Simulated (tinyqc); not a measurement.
Stretching all distances: RHF, UHF, MP2, CISD and CCSD against full CI in the sto-3g basis, for BH, spin multiplicity 1. Computed by the program tinyqc with PySCF. All coordinates are multiplied by the scale. c0^2 is the weight of the RHF determinant in the lowest singlet FCI state (UHF is spin-contaminated and may lie near states of higher spin) and n(LUMO) the first natural occupation beyond the occupied space.

Geometry (angstrom):
```
atom       x       y       z
B     0.0000  0.0000  0.0000
H     0.0000  0.0000  1.1890
```

Full CI energy (hartree) and errors against it (kcal/mol):
```
scale   distance 1-2 (angstrom)      E(FCI)       RHF      UHF      MP2    CISD    CCSD  <S^2> UHF    c0^2  n(LUMO)
0.9600                   1.1414  -24.804439   34.1695  26.2396  16.7353  0.9870  0.1057     0.5525  0.9164   0.0751
1.1200                   1.3317  -24.807290   38.1846  32.4525  18.2882  1.3343  0.0975     0.4846  0.9137   0.0705
1.2900                   1.5338  -24.786145   44.4348  40.4037  21.0180  1.9324  0.1004     0.4193  0.9031   0.0671
1.4500                   1.7241  -24.758351   52.3033  49.4156  24.6755  2.7596  0.1019     0.3777  0.8837   0.1051
1.6200                   1.9262  -24.728845   62.8163  51.1451  29.7212  3.9710  0.0959     0.6531  0.8498   0.1772
1.7800                   2.1164  -24.705165   74.6041  45.4232  35.3908  5.4357  0.0814     0.7411  0.8040   0.2699
1.9500                   2.3186  -24.686183   88.6666  38.4894  41.8712  7.2512  0.0579     0.8623  0.7428   0.3889
2.1100                   2.5088  -24.674027  102.5842  33.4212  47.5939  9.0269  0.0323     0.9253  0.6805   0.5075
```

What does the comparison show, and why?

UHF lies below RHF over the whole range. The weight c0^2 goes from 0.92 to 0.68 and n(LUMO) from 0.08 to 0.51: static correlation grows as the bonds break into open-shell fragments. The spread of the error along the curve, which distorts its shape, is CCSD 0.1, CISD 8.0, UHF 24.9, MP2 30.9, RHF 68.4 kcal/mol.
